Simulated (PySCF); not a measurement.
**Orbital picture of O₂⁺**

PBE at R = 1.101 Å; PySCF, spin-free X2C with a Gaussian nucleus, basis sets O x2c-SVPall. State: ²Πg (doublet), unpaired electrons π ↑. Only the outer orbitals are listed.

```csv
spin,orbital,occ.,ε (eV),main shells (%)
α,σg,1,-48.37,"75 s, 24 p"
α,σu,1,-31.23,"87 s, 12 p"
α,πu,1,-27.01,99 p
α,πu,1,-26.96,99 p
α,σg,1,-25.93,"71 p, 29 s"
α,πg,1,-18.04,100 p
α,πg,0,-17.82,100 p
α,σu,0,-3.40,93 p
α,σg,0,7.29,91 s
β,σg,1,-47.80,"73 s, 26 p"
β,σu,1,-30.30,"86 s, 14 p"
β,πu,1,-26.59,99 p
β,σg,1,-25.39,"70 p, 30 s"
β,πu,1,-25.31,98 p
β,πg,0,-17.36,100 p
β,πg,0,-15.95,100 p
β,σu,0,-2.80,92 p
```

**Question.** Which are the highest filled and the lowest empty level, where do they sit, and how wide is the gap?

**Answer.** Highest filled α πg at -18.04 eV (in %: 100 p); lowest empty α πg at -17.82 eV (in %: 100 p); the gap at PBE is 0.22 eV. Both belong to one degenerate shell, split only by its one-sided filling, so this is no excitation gap.

* bond order (Mayer): 2.31
* ⟨S²⟩: 0.751
* polarisability along the bond: 8.7 bohr³
* polarisability across the bond: 3.3 bohr³

The state was picked by a PBE0 search and need not be the measured ground state.
